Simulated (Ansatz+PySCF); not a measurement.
## doublet Li2(+): levels of theory in one basis

```xyz
2

Li    0.0000    0.0000   -1.5742
Li    0.0000    0.0000    1.5742
```

Basis set: cc-pCVTZ (spherical functions). All electrons are correlated. Correlation on ROHF uses semicanonical orbitals with singles. Charge 1, multiplicity 2.

Computed with Ansatz (development build ahead of 0.2.0); each method stands on the lowest determinant of its kind that the runs found.

| method | E − E(ROHF) (eV) | <S²> of the determinant |
| --- | --- | --- |
| ROHF | 0.00 | 0.75 |
| UHF-CCSD | -2.23 | 0.75 |
| ROHF-CCSD(T) | -2.23 | – |

(1) What does ROHF-MP2 give on the same scale?

(2) Is a single determinant a sound starting point here?

## Answers

(1) -2.00 eV.

(2) By this sign, yes. Unrestricted orbitals gain 0.00 eV and <S²> is 0.75 against 0.75 for a pure state.
